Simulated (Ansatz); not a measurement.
**A ladder of methods for CH2BCl (SMILES B[C]Cl)**

CH2BCl has 5 atoms, charge 0, and is taken as a triplet. As SMILES, `B[C]Cl`. Geometry: relaxed at GFN2-xTB.

```jsonl
{"atom": "B", "x (Å)": "0.4142", "y (Å)": "0.1394", "z (Å)": "-0.4725"}
{"atom": "C", "x (Å)": "-0.4874", "y (Å)": "0.2809", "z (Å)": "0.6847"}
{"atom": "Cl", "x (Å)": "-1.4706", "y (Å)": "-0.5831", "z (Å)": "1.6530"}
{"atom": "H", "x (Å)": "0.5757", "y (Å)": "-0.9156", "z (Å)": "-0.9698"}
{"atom": "H", "x (Å)": "0.9682", "y (Å)": "1.0784", "z (Å)": "-0.8954"}
```

Each level gives the energy change with the C2–Cl3 bond stretched from 1.628 to 2.442 Å (eV). The values are calculated.

```
            level                    kind  program  value (eV)  less FCI/STO-3G  CPU time (all runs)
    USVWN5/STO-3G                     LDA   Ansatz        2.28            +0.36                2.2 s
  U-revPBE/STO-3G                     GGA   Ansatz        1.86            -0.06                3.6 s
  U-r2SCAN/STO-3G                meta-GGA   Ansatz        2.16            +0.24                  9 s
    UB3LYP/STO-3G           global hybrid   Ansatz        2.08            +0.16                3.6 s
 U-wB97M-V/STO-3G  range-separated hybrid   Ansatz        2.51            +0.59                 46 s
UCAM-B3LYP/STO-3G  range-separated hybrid   Ansatz        2.41            +0.49                4.2 s
   UB2PLYP/STO-3G           double hybrid   Ansatz        2.36            +0.44                5.3 s
    UCCSDT/STO-3G   coupled cluster or CI   Ansatz        1.93            +0.01                2.8 s
   UCCSDTQ/STO-3G   coupled cluster or CI   Ansatz        1.92             0.00              2.8 min
       FCI/STO-3G      exact in the basis   Ansatz        1.92             0.00              2.4 min
```

FCI/STO-3G is exact within its basis and frozen core, so for wave-function methods in that basis the difference is their error; functionals converge differently with the basis, so for them it is only a difference. The first shape isn't each level's own minimum. The values span 1.86 to 2.51 eV. Spin contamination of the reference (⟨S²⟩ at least 0.1 too high) touches UB2PLYP/STO-3G, UCCSDT/STO-3G, UCCSDTQ/STO-3G. All rows use very small basis sets, so none should be taken for the real molecule's value. CPU times are rough (shared hosts, several kinds of processor and program).
